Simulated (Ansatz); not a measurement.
Species: CH3S, net charge 0, doublet state. It need not be the lowest isomer of its formula. 
Coordinates optimised at B3LYP-D3(BJ)/def2-TZVP (Ansatz, a quantum-chemistry and plane-wave program):
SMILES: C[S]
```xyz
5

C     -0.0139     1.1056     0.0124
S      0.0013    -0.6916    -0.0079
H      1.0336     1.4242     0.0401
H     -0.5062     1.4939     0.9033
H     -0.4650     1.5146    -0.8909
```
Charge 0, spin multiplicity 2.

Basis-set convergence of Hartree-Fock and CCSD(T) correlation energies (hartree) with Ansatz. Valence correlation only, unless marked. Open shells are spin-unrestricted. No spin-orbit coupling. No relativistic terms.

| basis | functions | E(HF) | E(corr, CCSD(T)) |
|---|---|---|---|
| def2-SVPD | 71 | -436.97114 | -0.31112 |
| def2-TZVPPD | 139 | [?] | [?] |

**Question.** Fill in the missing entries.

**Answer.** 
- def2-TZVPPD, E(HF): -437.14799
- def2-TZVPPD, E(corr, CCSD(T)): -0.37591
